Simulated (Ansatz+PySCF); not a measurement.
The numbers below are computed, except where a source is named.
A run of PySCF 2.14.0 on doublet AlCl(+) at this shape:

| atom | x (Å) | y (Å) | z (Å) |
| --- | --- | --- | --- |
| Al | 0.0000 | 0.0000 | 0.0000 |
| Cl | 0.8436 | 1.1248 | 2.4352 |

Its results:

```
Converged                       : yes
Reference energy                : -693.41912 hartree
CCSD correlation energy         : -0.03812 hartree
Triples correction              : -0.00001 hartree
Total energy                    : -693.45725 hartree
Spin squared of the determinant : 0.774
```

Q: Which input gives this output? Name the method, the orbitals and the basis set, and write the input.

A: UHF-CCSD(T) in STO-3G.

```python
from pyscf import gto, scf, cc

mol = gto.M(atom="""
Al 0.000000 0.000000 0.000000
Cl 0.843590 1.124780 2.435230
""", basis='sto-3g', charge=1, spin=1)
mf = scf.UHF(mol)
mf.kernel()
mycc = cc.CCSD(mf, frozen=10).run()
et = mycc.ccsd_t()
print(mf.e_tot, mycc.e_corr, et, mycc.e_tot + et)
```

This is not the lowest solution: another run reaches a determinant 0.16 eV lower. Caution: another reference gives a lower total.
